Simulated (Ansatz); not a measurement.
# Hafnium, hcp: convergence with Gaussian smearing

Computed with Ansatz, PBE, scalar-relativistic PAW, on the relaxed cell (a = 3.205 Å, c = 5.074 Å (c/a = 1.583); spin not included). Errors count from a run at 420 eV on a Γ-centred 19×19×10 mesh with Fermi-Dirac smearing of 0.1 eV, extrapolated to zero width. Fixed here: cutoff 420 eV, mesh 11×11×6. The SCF starts from atomic densities corrected by a trained network.

```json
{"width (eV)": "0.01", "E(σ→0) error (meV/atom)": "1.1", "F error (meV/atom)": "1.0", "P (GPa)": "0.23", "SCF iterations": "6"}
{"width (eV)": "0.03", "E(σ→0) error (meV/atom)": "0.9", "F error (meV/atom)": "0.6", "P (GPa)": "0.15", "SCF iterations": "6"}
{"width (eV)": "0.1", "E(σ→0) error (meV/atom)": "0.5", "F error (meV/atom)": "-2.0", "P (GPa)": "0.04", "SCF iterations": "6"}
{"width (eV)": "0.2", "E(σ→0) error (meV/atom)": "-0.2", "F error (meV/atom)": "-8.5", "P (GPa)": "-0.03", "SCF iterations": "6"}
{"width (eV)": "0.3", "E(σ→0) error (meV/atom)": "0.2", "F error (meV/atom)": "-19.1", "P (GPa)": "-0.02", "SCF iterations": "7"}
{"width (eV)": "0.6", "E(σ→0) error (meV/atom)": "10.4", "F error (meV/atom)": "-83.7", "P (GPa)": "0.48", "SCF iterations": "7"}
{"width (eV)": "1.0", "E(σ→0) error (meV/atom)": "31.3", "F error (meV/atom)": "-265.9", "P (GPa)": "1.94", "SCF iterations": "7"}
```
